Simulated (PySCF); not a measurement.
Difluorophosphane, F₂HP.
Bonds: F1–P2, P2–F3. Hydrogens: H4 on P2.

Method: PBE0-D3(BJ)/def2-SVP geometry optimisation, gas phase in PySCF; density fitting, grid level 1; the optimiser is geomeTRIC in internal coordinates, started from a GFN2-xTB structure.

Step 0: E = -14723.5646 eV
```
atom  x, y, z in Å  |  force x, y, z in eV/Å
F1      1.2274   -0.5210    0.3113    0.160  -0.306  -0.399
P2     -0.1414   -0.3247   -0.5260    0.248   0.066   1.164
F3     -1.0857   -0.2256    0.7822   -0.374  -0.227  -0.300
H4      0.0246    1.0821   -0.5916   -0.034   0.466  -0.466
```

Step 1: E = -14723.3103 eV
```
atom  x, y, z in Å  |  force x, y, z in eV/Å
F1      1.2558   -0.6197    0.3012    2.409   0.060   1.518
P2     -0.0188   -0.3108   -0.4910   -4.496   0.385  -0.285
F3     -1.1251   -0.1857    0.7816    1.245  -0.466  -1.296
H4     -0.0870    1.1269   -0.6159    0.842   0.021   0.063
```

Step 2: E = -14723.5460 eV
```
atom  x, y, z in Å  |  force x, y, z in eV/Å
F1      1.2610   -0.5758    0.2974    0.866   0.073   0.483
P2     -0.0793   -0.3192   -0.4932   -2.072   0.261   0.561
F3     -1.1316   -0.2127    0.7880    0.847  -0.272  -1.009
H4     -0.0252    1.1185   -0.6163    0.360  -0.062  -0.035
```

**Question.** Estimate the geometry and energy of step 3. (The exact step hangs on the optimiser's Hessian estimate; all steps are aligned on step 2, rigid shifts and turns removed.)

**Answer.** E = -14723.6227 eV, largest force 0.200 eV/Å
```
atom  x, y, z in Å  |  force x, y, z in eV/Å
F1      1.2587   -0.5437    0.2937    0.043  -0.002   0.029
P2     -0.1320   -0.3114   -0.4783   -0.143  -0.089   0.057
F3     -1.1303   -0.2462    0.7891    0.138   0.048  -0.136
H4      0.0285    1.1121   -0.6286   -0.038   0.042   0.050
```

The energy changes by -0.0767 eV. The first-order estimate −F·Δx gives -0.1474 eV and the mean of the old and new forces, exact on a quadratic surface, -0.0752 eV. The step makes an angle of 54° with the force vector and moves no atom by more than 0.055 Å.

The cost below is that of the whole optimisation. The run took 4.4 s wall on one thread, Intel Xeon Platinum 8375C at 2.90 GHz (x86_64), no GPU, shared host, and the process peaked at 0.28 GiB of memory.
